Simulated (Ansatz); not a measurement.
Input file:

```yaml
crystal:
  periodic: [false, false, false]
  atoms:
    - {symbol: B, position_ang: [0.000000, 0.000000, 0.649311]}
    - {symbol: C, position_ang: [0.000000, 0.000000, -0.700735]}
    - {symbol: H, position_ang: [0.000000, 0.000000, 1.821771]}
    - {symbol: H, position_ang: [0.000000, 0.000000, -1.770347]}
basis:
  gaussian: {orbitals: cc-pVDZ}
total_charge: 1
magnetization: {spin_polarized: true, initial_magnetization: 0}
hamiltonian: {xc: hf}
output: {orbitals: {seedname: orbitals}}
```

```sh
$ ansatz run in.yaml --threads 1 --pin off --events-out ev --progress --plain --max-ram 2393MiB
```

Log:

```
354 factors; integrals over basis functions are off by at most 1.2e-3 eV
mean field evaluation 1: about -1719.9802 eV, gradient 1.2e1 eV
mean field evaluation 2: about -1719.9800 eV, gradient 1.2e1 eV
mean field evaluation 4: about -1720.8826 eV, gradient 8.3e-1 eV
mean field evaluation 8: about -1720.8884 eV, gradient 1.4e-5 eV
mean field evaluation 16: about -1722.2242 eV, gradient 9.5e-5 eV
mean field evaluation 32: about -1719.9802 eV, gradient 1.2e1 eV
mean field -1722.22422909 eV, -63.2905730536 hartree, gradient 1.6e-5 eV, S^2 1.007354; 3 other end points of the search recorded, 0 dependent functions left out
reference -1722.22422909 eV, -63.2905730536 hartree; 6, 6 occupied and 32, 32 virtual orbitals, 354 factors
Total energy: -1722.22422909 eV, -63.2905730536 hartree
```

Ran on 1 thread of Arm Neoverse V1, shared host: 0.33 s wall, 0.06 GiB peak host memory.
